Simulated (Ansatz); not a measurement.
# CH₅SSi radical: two torsions

Aim: map the energy of CH5SSi, SMILES C[SiH]S, spin multiplicity 2 over two coordinates, and find its wells, ridges and stiffness.

Computed with Ansatz 0.2.0. Level: UHF/def2-TZVP.

## (1) The system as given

8 atoms, charge 0, spin multiplicity 2.

Atoms are counted from 1 here; the program's logs count them from 0.

Bond lengths: C1–Si2 1.900 Å, C1–H4 1.109 Å, C1–H5 1.110 Å, C1–H6 1.108 Å, Si2–S3 2.171 Å, Si2–H7 1.511 Å, S3–H8 1.363 Å. Angles: Si2–C1–H4 109.8°, Si2–C1–H5 109.9°, Si2–C1–H6 111.3°, H4–C1–H5 108.8°, H4–C1–H6 108.3°, H5–C1–H6 108.8°, C1–Si2–S3 113.0°, C1–Si2–H7 110.8°, S3–Si2–H7 102.8°, Si2–S3–H8 95.0°.

As a file:

```xyz
8
charge 0, multiplicity 2
C    -0.5911    0.8023   -0.4775
Si    1.0128   -0.1292   -0.0641
S     0.6750   -1.9193    1.1169
H    -0.3518    1.7380   -1.0227
H    -1.1292    1.0608    0.4584
H    -1.2588    0.1895   -1.1156
H     1.8984    0.7019    0.8356
H    -0.1631   -2.5012    0.2131
```

This geometry comes from a loose relaxation at PBE in a small basis, which is not shown.

## (2) Relaxing the molecule

input.yaml reads:

```yaml
crystal:
  periodic: [false, false, false]
  atoms:
    - { symbol: C, position_ang: [-0.591082, 0.802337, -0.477474] }
    - { symbol: Si, position_ang: [1.012769, -0.129202, -0.064104] }
    - { symbol: S, position_ang: [0.675039, -1.919252, 1.116891] }
    - { symbol: H, position_ang: [-0.351824, 1.737976, -1.022686] }
    - { symbol: H, position_ang: [-1.129163, 1.060806, 0.458447] }
    - { symbol: H, position_ang: [-1.258754, 0.189545, -1.11563] }
    - { symbol: H, position_ang: [1.898368, 0.701886, 0.835621] }
    - { symbol: H, position_ang: [-0.163052, -2.501195, 0.213134] }
magnetization:
  spin_polarized: true
  initial_magnetization: 1
basis:
  gaussian: { orbitals: def2-TZVP }
hamiltonian:
  xc: hf
output:
  forces: true
relax:
  f_tol: 0.003
  max_steps: 120
```

On the command line:

```bash
> ansatz run input.yaml --threads 1 --pin off --max-ram 2560MiB --backend cpu --events-out ev --progress --plain --runs-dir out
```

The program printed (excerpt; [...] marks lines left out):

```text
Warning: RAYON_NUM_THREADS=1 ignored (pool sized by the plan → 1); use --threads N
[...]
Functional definition: HF
[...]
1083 factors; their error is unknown
[...]
mean field -19790.23940236 eV, -727.2778837308 hartree, gradient 2.0e-5 eV, S^2 0.756005; 0 other end points of the search recorded, 0 dependent functions left out
[...]
reference -19790.23940236 eV, -727.2778837308 hartree; 21, 20 occupied and 114, 115 virtual orbitals, 1083 factors
relax step   1: F+E_penalty+E_count = -19790.23940236 eV  Δ(F+E_penalty+E_count) = +0.000e0 eV  max|allowed force component| = 8.795e-1 eV/Å  Δτ_max = 0.0000 Å  (43 SCF iters, accepted)
[...]
relax step   3: F+E_penalty+E_count = -19790.30468793 eV  Δ(F+E_penalty+E_count) = -1.560e-2 eV  max|allowed force component| = 1.659e-1 eV/Å  Δτ_max = 0.0761 Å  (36 SCF iters, accepted)
[...]
relax step   5: F+E_penalty+E_count = -19790.30650072 eV  Δ(F+E_penalty+E_count) = -5.867e-4 eV  max|allowed force component| = 1.486e-2 eV/Å  Δτ_max = 0.0173 Å  (35 SCF iters, accepted)
[...]
relax step   7: F+E_penalty+E_count = -19790.30654652 eV  Δ(F+E_penalty+E_count) = -4.580e-5 eV  max|allowed force component| = 2.841e-3 eV/Å  Δτ_max = 0.0036 Å  (37 SCF iters, accepted)
[...]
relax step   8: F+E_penalty+E_count = -19790.30655153 eV  Δ(F+E_penalty+E_count) = -5.006e-6 eV  max|allowed force component| = 1.568e-3 eV/Å  Δτ_max = 0.0032 Å  (37 SCF iters, accepted)
[...]
relax step   9: F+E_penalty+E_count = -19790.30655354 eV  Δ(F+E_penalty+E_count) = -2.010e-6 eV  max|allowed force component| = 9.179e-4 eV/Å  Δτ_max = 0.0024 Å  (36 SCF iters, accepted)
1083 factors; their error is unknown
[...]
mean field -19790.30655354 eV, -727.2803514909 hartree, gradient 2.1e-5 eV, S^2 0.755855; 1 other end points of the search recorded, 0 dependent functions left out
[...]
reference -19790.30655354 eV, -727.2803514909 hartree; 21, 20 occupied and 114, 115 virtual orbitals, 1083 factors
Total energy: -19790.30655354 eV, -727.2803514909 hartree
Atom 0 at    -0.587116     0.809310    -0.468818 Å, force     0.000324    -0.000918    -0.000206 eV/Å
Atom 1 at     0.990712    -0.122283    -0.044385 Å, force    -0.000114    -0.000653     0.000184 eV/Å
Atom 2 at     0.636007    -1.905855     1.105709 Å, force    -0.000010     0.000061    -0.000177 eV/Å
Atom 3 at    -0.350215     1.710991    -1.024456 Å, force     0.000267     0.000527     0.000013 eV/Å
Atom 4 at    -1.115375     1.090418     0.436755 Å, force    -0.000049     0.000046     0.000349 eV/Å
Atom 5 at    -1.249190     0.202330    -1.076060 Å, force    -0.000127     0.000324    -0.000044 eV/Å
Atom 6 at     1.878271     0.689961     0.813997 Å, force    -0.000284     0.000640    -0.000208 eV/Å
Atom 7 at    -0.110793    -2.531971     0.201457 Å, force    -0.000007    -0.000027     0.000089 eV/Å
Dipole moment:    -0.209026     0.175246    -0.263118 e Å
```

Run time: 63 s. Hardware: 1 thread of Arm Neoverse N1, shared host; peak memory 0.29 GiB.

Step by step:

| step | energy from step 1 (eV) | largest force component (eV/Å) |
| --- | --- | --- |
| 1 | 0.0000 | 0.8795 |
| 2 | -0.0497 | 0.3575 |
| 3 | -0.0653 | 0.1659 |
| 4 | -0.0665 | 0.1005 |
| 5 | -0.0671 | 0.0149 |
| 6 | -0.0671 | 0.0204 |
| 7 | -0.0671 | 0.0028 |
| 8 | -0.0671 | 0.0016 |
| 9 | -0.0672 | 0.0009 |

Distances of close pairs at the start and the end, largest changes first:

```
  bond  before (Å)  after (Å)  change (Å)
 S3–H8       1.363      1.329      -0.034
Si2–H7       1.511      1.478      -0.034
 C1–H5       1.110      1.085      -0.025
 C1–H6       1.108      1.084      -0.024
 C1–H4       1.109      1.085      -0.024
C1–Si2       1.900      1.881      -0.019
Si2–S3       2.171      2.152      -0.019
```

## (3) The grid

The axes are (1) dihedral C1–Si2–S3–H8: 18 values from −180 to 160 °, periodic; (2) dihedral H4–C1–Si2–S3: 17 values from 89.0 to 269.0 °.

Nothing else is relaxed (all other coordinates rigid). Energies count from the relaxed molecule at the same level. Points are written as (first, second).

Below, 3 of the grid's runs; all are launched alike.

## (4) The run at (−60°, 167.8°)

input.yaml reads:

```yaml
crystal:
  periodic: [false, false, false]
  atoms:
    - { symbol: C, position_ang: [-0.587116, 0.80931, -0.468818] }
    - { symbol: Si, position_ang: [0.990712, -0.122283, -0.044385] }
    - { symbol: S, position_ang: [0.685866, -1.686987, 1.400755] }
    - { symbol: H, position_ang: [-0.350215, 1.710991, -1.024456] }
    - { symbol: H, position_ang: [-1.115375, 1.090418, 0.436755] }
    - { symbol: H, position_ang: [-1.24919, 0.20233, -1.07606] }
    - { symbol: H, position_ang: [1.984087, 0.76801, 0.591937] }
    - { symbol: H, position_ang: [0.230899, -0.911916, 2.380385] }
magnetization:
  spin_polarized: true
  initial_magnetization: 1
basis:
  gaussian: { orbitals: def2-TZVP }
hamiltonian:
  xc: hf
output:
  forces: true
```

On the command line:

```bash
> ansatz run input.yaml --threads 1 --pin off --max-ram 2560MiB --backend cpu --events-out ev --progress --plain --runs-dir out
```

The program printed (excerpt; [...] marks lines left out):

```text
Warning: RAYON_NUM_THREADS=1 ignored (pool sized by the plan → 1); use --threads N
[...]
Functional definition: HF
[...]
1083 factors; their error is unknown
[...]
mean field -19790.21723273 eV, -727.2770690117 hartree, gradient 2.1e-5 eV, S^2 0.753894; 0 other end points of the search recorded, 0 dependent functions left out
[...]
reference -19790.21723273 eV, -727.2770690117 hartree; 21, 20 occupied and 114, 115 virtual orbitals, 1083 factors
Total energy: -19790.21723273 eV, -727.2770690117 hartree
Atom 0 at    -0.587116     0.809310    -0.468818 Å, force     0.067562    -0.055029    -0.129490 eV/Å
Atom 1 at     0.990712    -0.122283    -0.044385 Å, force     0.039147     0.114409     0.389246 eV/Å
Atom 2 at     0.685866    -1.686987     1.400755 Å, force    -0.136126    -0.327815    -0.090847 eV/Å
Atom 3 at    -0.350215     1.710991    -1.024456 Å, force    -0.003255     0.013291     0.011260 eV/Å
Atom 4 at    -1.115375     1.090418     0.436755 Å, force     0.008555     0.018355     0.006312 eV/Å
Atom 5 at    -1.249190     0.202330    -1.076060 Å, force    -0.009290    -0.009403     0.045658 eV/Å
Atom 6 at     1.984087     0.768010     0.591937 Å, force     0.025022     0.187488    -0.256663 eV/Å
Atom 7 at     0.230899    -0.911916     2.380385 Å, force     0.008385     0.058703     0.024523 eV/Å
Dipole moment:    -0.172155     0.354704    -0.099168 e Å
```

It took 5.8 s on 1 thread of Arm Neoverse N1, shared host; peak memory 0.28 GiB.

That is 8.6 kJ/mol from the zero.

## (5) Point (−180°, 122.8°)

input.yaml reads:

```yaml
crystal:
  periodic: [false, false, false]
  atoms:
    - { symbol: C, position_ang: [-0.587116, 0.80931, -0.468818] }
    - { symbol: Si, position_ang: [0.990712, -0.122283, -0.044385] }
    - { symbol: S, position_ang: [1.239335, -0.445453, 2.068293] }
    - { symbol: H, position_ang: [-0.350215, 1.710991, -1.024456] }
    - { symbol: H, position_ang: [-1.115375, 1.090418, 0.436755] }
    - { symbol: H, position_ang: [-1.24919, 0.20233, -1.07606] }
    - { symbol: H, position_ang: [2.189748, 0.648446, -0.43504] }
    - { symbol: H, position_ang: [2.396628, -1.095538, 1.994369] }
magnetization:
  spin_polarized: true
  initial_magnetization: 1
basis:
  gaussian: { orbitals: def2-TZVP }
hamiltonian:
  xc: hf
output:
  forces: true
```

On the command line:

```bash
> ansatz run input.yaml --threads 1 --pin off --max-ram 2560MiB --backend cpu --events-out ev --progress --plain --runs-dir out
```

The program printed (excerpt; [...] marks lines left out):

```text
Warning: RAYON_NUM_THREADS=1 ignored (pool sized by the plan → 1); use --threads N
[...]
Functional definition: HF
[...]
1083 factors; their error is unknown
[...]
mean field -19790.20683986 eV, -727.2766870810 hartree, gradient 1.5e-5 eV, S^2 0.756097; 0 other end points of the search recorded, 0 dependent functions left out
[...]
reference -19790.20683986 eV, -727.2766870810 hartree; 21, 20 occupied and 114, 115 virtual orbitals, 1083 factors
Total energy: -19790.20683986 eV, -727.2766870810 hartree
Atom 0 at    -0.587116     0.809310    -0.468818 Å, force    -0.107571     0.017960     0.206122 eV/Å
Atom 1 at     0.990712    -0.122283    -0.044385 Å, force     0.505592    -0.030121    -0.123471 eV/Å
Atom 2 at     1.239335    -0.445453     2.068293 Å, force    -0.344655    -0.041853     0.237593 eV/Å
Atom 3 at    -0.350215     1.710991    -1.024456 Å, force     0.018027    -0.036155     0.048391 eV/Å
Atom 4 at    -1.115375     1.090418     0.436755 Å, force    -0.063894     0.041696    -0.066355 eV/Å
Atom 5 at    -1.249190     0.202330    -1.076060 Å, force     0.006700     0.000685     0.057311 eV/Å
Atom 6 at     2.189748     0.648446    -0.435040 Å, force     0.002452     0.002768    -0.253793 eV/Å
Atom 7 at     2.396628    -1.095538     1.994369 Å, force    -0.016652     0.045021    -0.105799 eV/Å
Dipole moment:    -0.047918     0.038430    -0.256859 e Å
```

Wall time 6.8 s (1 thread of Arm Neoverse N1, shared host); peak memory 0.28 GiB.

Energy on the map's scale: 9.6 kJ/mol.

## (6) Point (60°, 179.0°)

input.yaml reads:

```yaml
crystal:
  periodic: [false, false, false]
  atoms:
    - { symbol: C, position_ang: [-0.587116, 0.80931, -0.468818] }
    - { symbol: Si, position_ang: [0.990712, -0.122283, -0.044385] }
    - { symbol: S, position_ang: [0.634592, -1.914901, 1.091115] }
    - { symbol: H, position_ang: [-0.350215, 1.710991, -1.024456] }
    - { symbol: H, position_ang: [-1.115375, 1.090418, 0.436755] }
    - { symbol: H, position_ang: [-1.24919, 0.20233, -1.07606] }
    - { symbol: H, position_ang: [1.872957, 0.685394, 0.82373] }
    - { symbol: H, position_ang: [-0.131631, -2.523376, 0.19108] }
magnetization:
  spin_polarized: true
  initial_magnetization: 1
basis:
  gaussian: { orbitals: def2-TZVP }
hamiltonian:
  xc: hf
output:
  forces: true
```

On the command line:

```bash
> ansatz run input.yaml --threads 1 --pin off --max-ram 2560MiB --backend cpu --events-out ev --progress --plain --runs-dir out
```

The program printed (excerpt; [...] marks lines left out):

```text
Warning: RAYON_NUM_THREADS=1 ignored (pool sized by the plan → 1); use --threads N
[...]
Functional definition: HF
[...]
1083 factors; their error is unknown
[...]
mean field -19790.30647003 eV, -727.2803484223 hartree, gradient 1.7e-5 eV, S^2 0.755875; 0 other end points of the search recorded, 0 dependent functions left out
[...]
reference -19790.30647003 eV, -727.2803484223 hartree; 21, 20 occupied and 114, 115 virtual orbitals, 1083 factors
Total energy: -19790.30647003 eV, -727.2803484223 hartree
Atom 0 at    -0.587116     0.809310    -0.468818 Å, force    -0.001900    -0.002228     0.003799 eV/Å
Atom 1 at     0.990712    -0.122283    -0.044385 Å, force     0.000801    -0.000077    -0.003916 eV/Å
Atom 2 at     0.634592    -1.914901     1.091115 Å, force    -0.005333     0.003646     0.003876 eV/Å
Atom 3 at    -0.350215     1.710991    -1.024456 Å, force     0.000570    -0.000029     0.000932 eV/Å
Atom 4 at    -1.115375     1.090418     0.436755 Å, force    -0.001183     0.000146    -0.000002 eV/Å
Atom 5 at    -1.249190     0.202330    -1.076060 Å, force     0.000376     0.000793    -0.001398 eV/Å
Atom 6 at     1.872957     0.685394     0.823730 Å, force     0.002913    -0.000919    -0.000776 eV/Å
Atom 7 at    -0.131631    -2.523376     0.191080 Å, force     0.003757    -0.001333    -0.002514 eV/Å
Dipole moment:    -0.211457     0.178189    -0.260619 e Å
```

Wall time 5.9 s (1 thread of Arm Neoverse N1, shared host); peak memory 0.28 GiB.

Energy on the map's scale: 0.0 kJ/mol.

## (7) The map

306 points were computed. Energies in kJ/mol, from the relaxed molecule at the same level; the table lists every other line.

| dihedral H4–C1–Si2–S3 (°) ↓, dihedral C1–Si2–S3–H8 (°) → | −180 | −140 | −100 | −60 | −20 | 20 | 60 | 100 | 140 |
| --- | --- | --- | --- | --- | --- | --- | --- | --- | --- |
| 269.0 | 6.9 | 8.3 | 10.3 | 11.3 | 12.8 | 8.3 | 3.2 | 7.4 | 10.0 |
| 246.5 | 9.4 | 10.8 | 13.2 | 14.2 | 15.8 | 11.5 | 6.2 | 10.6 | 12.9 |
| 224.0 | 9.0 | 9.9 | 12.2 | 13.6 | 15.1 | 11.0 | 5.5 | 10.2 | 12.8 |
| 201.5 | 6.1 | 6.6 | 8.6 | 10.2 | 11.6 | 7.4 | 2.0 | 6.8 | 9.8 |
| 179.0 | 4.4 | 5.0 | 6.8 | 8.2 | 9.6 | 5.2 | 0.0 | 4.5 | 7.6 |
| 156.5 | 5.9 | 7.0 | 8.9 | 10.0 | 11.5 | 7.0 | 1.8 | 6.1 | 8.9 |
| 134.0 | 8.8 | 10.2 | 12.4 | 13.4 | 15.0 | 10.6 | 5.3 | 9.6 | 12.1 |
| 111.5 | 9.6 | 10.6 | 12.8 | 14.1 | 15.8 | 11.7 | 6.1 | 10.6 | 13.2 |
| 89.0 | 7.3 | 7.8 | 9.7 | 11.3 | 12.9 | 8.8 | 3.3 | 7.9 | 10.9 |

On the same grid, dipole moment (D):

| dihedral H4–C1–Si2–S3 (°) ↓, dihedral C1–Si2–S3–H8 (°) → | −180 | −140 | −100 | −60 | −20 | 20 | 60 | 100 | 140 |
| --- | --- | --- | --- | --- | --- | --- | --- | --- | --- |
| 269.0 | 1.25 | 1.31 | 1.64 | 1.96 | 2.10 | 2.01 | 1.84 | 1.70 | 1.48 |
| 246.5 | 1.27 | 1.33 | 1.67 | 1.98 | 2.12 | 2.03 | 1.86 | 1.73 | 1.50 |
| 224.0 | 1.28 | 1.34 | 1.67 | 1.99 | 2.13 | 2.04 | 1.86 | 1.73 | 1.52 |
| 201.5 | 1.28 | 1.33 | 1.66 | 1.97 | 2.11 | 2.02 | 1.84 | 1.71 | 1.50 |
| 179.0 | 1.26 | 1.32 | 1.65 | 1.95 | 2.09 | 2.00 | 1.83 | 1.69 | 1.48 |
| 156.5 | 1.25 | 1.32 | 1.65 | 1.96 | 2.10 | 2.01 | 1.84 | 1.70 | 1.48 |
| 134.0 | 1.26 | 1.33 | 1.66 | 1.98 | 2.12 | 2.03 | 1.86 | 1.72 | 1.49 |
| 111.5 | 1.27 | 1.34 | 1.67 | 1.99 | 2.13 | 2.04 | 1.86 | 1.73 | 1.51 |
| 89.0 | 1.27 | 1.33 | 1.66 | 1.98 | 2.12 | 2.02 | 1.85 | 1.71 | 1.50 |

Energy (kJ/mol) at eleven even steps along the easiest path on the interpolated surface, from (60°, 179.0°): 0.0, 0.3, 2.0, 4.5, 6.0, 7.5, 7.6, 7.0, 5.6, 4.4, 4.0.

## (8) Outcome

```
               quantity                                                                        value
           lowest point                                                    (60°, 179.0°), 0.0 kJ/mol
 highest computed point                                 (−20°, 235.2°), 16.0 kJ/mol above the lowest
      dipole moment (D)  1.23 at (−160°, 269.0°) to 2.13 at (−20°, 111.5°); 1.83 at the lowest point
time for the whole task                                              33 min on 1 thread, shared host
```

In words: The lowest computed point is at (60°, 179.0°), 0.0 kJ/mol from the relaxed molecule at the same level. A higher local minimum lies near (−160°, 179.0°) (4.1 kJ/mol above the lowest at that grid point). The highest computed point, (−20°, 235.2°), lies 16.0 kJ/mol above the lowest. On the interpolated surface the easiest way out of the lowest well to the well at (−160°, 179.0°) passes a barrier of about 7.7 kJ/mol. Round the minimum the two coordinates are nearly uncoupled.
